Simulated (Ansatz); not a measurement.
# AlSiH5 (singlet): wave-function methods side by side at distance Al1–H4 along a hydrogen transfer = 1.800 Å, cc-pVDZ

The task here is to estimate one member of a computed series from the others.

Method: cc-pVDZ, core rule «outside noble gas», up to 10 orbitals frozen; program: Ansatz 0.2.0, Gaussian basis.

To be run: UHF; CCSD(T) on RHF; CCSD(T) on UHF; BCCD(T) on RHF; CISD; CCSDT(Q) on RHF; CCSDT(Q) on UHF; CASSCF and NEVPT2, 2 electrons in 2 orbitals; CASSCF and NEVPT2, 8 electrons in 8 orbitals.

8 further runs of the same task are left out: 1 for a mislabelled method, 7 that didn't finish.

### What is computed

The geometry derives from fragments relaxed apart (PBE0/def2-TZVP) and kept rigid, so it is no stationary point. A hydrogen atom is moved between rigid fragments.

7 atoms, charge 0, spin multiplicity 1.

Atoms are counted from 1 here; the program's logs count them from 0.

Bond lengths: Al1–H2 1.586 Å, Al1–H3 1.586 Å, Al1–H4 1.800 Å, H4–Si5 1.600 Å, Si5–H6 1.526 Å, Si5–H7 1.526 Å. Angles: H2–Al1–H3 120.0°, H2–Al1–H4 120.0°, H3–Al1–H4 120.0°, Al1–H4–Si5 180.0°, H4–Si5–H6 113.7°, H4–Si5–H7 113.7°, H6–Si5–H7 91.2°.

Set-up of the first run:

Contents of in.yaml:

```yaml
crystal:
  periodic: [false, false, false]
  atoms:
    - {symbol: Al, position_ang: [-1.726838, 0.029322, 0.000000]}
    - {symbol: H, position_ang: [-2.519762, 1.402706, 0.000000]}
    - {symbol: H, position_ang: [-2.519762, -1.344062, 0.000000]}
    - {symbol: H, position_ang: [0.073162, 0.029322, 0.000000]}
    - {symbol: Si, position_ang: [1.673162, 0.029322, 0.000000]}
    - {symbol: H, position_ang: [2.285342, -0.844962, 1.090012]}
    - {symbol: H, position_ang: [2.285342, -0.844962, -1.090012]}
basis:
  gaussian: {orbitals: cc-pVDZ}
magnetization: {spin_polarized: true, initial_magnetization: 0}
hamiltonian: {xc: hf}
output: {orbitals: {seedname: orbitals}}
```

Started as:

```console
> ansatz run in.yaml --threads 1 --pin off --events-out ev --progress --plain --max-ram 2393MiB
```

Steps of the session up to this table: UHF; CCSD(T) on RHF; CCSD(T) on UHF; BCCD(T) on RHF; CISD; CCSDT(Q) on RHF; CCSDT(Q) on UHF; CASSCF and NEVPT2, 2 electrons in 2 orbitals; CASSCF and NEVPT2, 8 electrons in 8 orbitals.

One table of the session follows, with a row left open; its other results are not shown here.

It belongs to the step «Misses and costs». 

```
         method  from RCCSDT(Q) (meV)
            RHF               +6419.4
            UHF               +6403.6
           RMP2               +1531.9
           CISD                +797.6
          RCCSD                +200.7
       RCCSD(T)                 +46.5
        BCCD(T)                     ?
         RCCSDT                  +8.3
      RCCSDT(Q)                     0
    CASSCF pair               +6020.3
    NEVPT2 pair               +1443.8
CASSCF frontier               +4713.3
NEVPT2 frontier               +1360.3
```

Estimate the missing values for BCCD(T).

**Answer.** from RCCSDT(Q) (meV): +46.1. In the column «from RCCSDT(Q) (meV)» it lies between RCCSDT (+8.3) and RCCSD(T) (+46.5).

Not comparable, so not listed: CCSD(T) on UHF; CCSDT(Q) on UHF (they don't share determinant, frozen orbitals or solution with the rows shown, or repeat one).

To keep in mind: Warnings: restricted reference is unstable; spin contamination; large T1 diagnostic.
